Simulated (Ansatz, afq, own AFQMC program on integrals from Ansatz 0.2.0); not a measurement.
# LiPH$_{2}$, triplet: AFQMC among the cluster methods

```xyz
4

P     0.0000    0.0241    0.4317
Li    0.0000   -0.0010   -2.2759
H     0.0000    0.4453    1.6220
H     0.0000   -1.1797    0.7830
```

Connectivity, by distances: PH2–Li.

Basis cc-pVDZ. Noble-gas cores (and the filled d shells of Ga–Kr and In–Xe) are frozen. Integrals, coupled cluster, full CI and functionals: Ansatz 0.2.0; the random walks run on the same integrals in our own AFQMC program. ph-AFQMC/CISD is guided by a CISD state made of CCSD amplitudes; releasing the constraint for a short imaginary time cuts its bias at the price of noise, slowly where states lie close. Free AFQMC starts from the CCSD state and is never constrained. Its projection time is finite, and what remains of the start isn't in its error. Uncertainties: one standard error, sampling alone.

Determinant: UHF, the one that the program's search chose, which needn't be the lowest solution. The geometry is a point of a scan.

No full CI on the walks' own integrals is used here; CCSDT(Q) serves as the reference and is uncertain by about the last step of the cluster series.

Cautions: lower spins were not checked.

```
T1 diagnostic                               : 0.0160
weight of the determinant in the CISD state : 0.924
⟨S²⟩ of the determinant                     : 2.014
size of the correlated space                : 8 electrons in 36 orbitals
```

Reference: CCSDT(Q), correlation energy -3.761 eV. The released energy is read at 2.40 1/Eh (meV from the phaseless value at times in 1/Eh: -2 ± 6 at 0.24, -8 ± 4 at 0.51, -2 ± 6 at 0.99, -4 ± 7 at 1.62, -12 ± 6 at 2.40).

```csv
level,E − E(reference) (meV),share of correlation (%)
HF,3761.1,0.00
MP2,786.0,79.10
CCSD,97.0,97.42
CCSD(T),19.2,99.49
CCSDT,3.3,99.91
ph-AFQMC/HF,46.5 ± 32.6,98.76
ph-AFQMC/CISD,7.9 ± 3.9,99.79
released AFQMC,-4.3 ± 5.9,100.11
free AFQMC,5.7 ± 9.0,99.85
```

Free projections are given only where their last times agree within the noise and don't stop above the reference; a slow remainder of the start can still hide under it. A walk keeps the symmetry of its determinant, which the program's search chose and which needn't be the lowest solution, so a lower state of the same spin and another symmetry isn't excluded. Released energies are given only where the last usable release times agree within the noise; a slower fall can still hide under it.
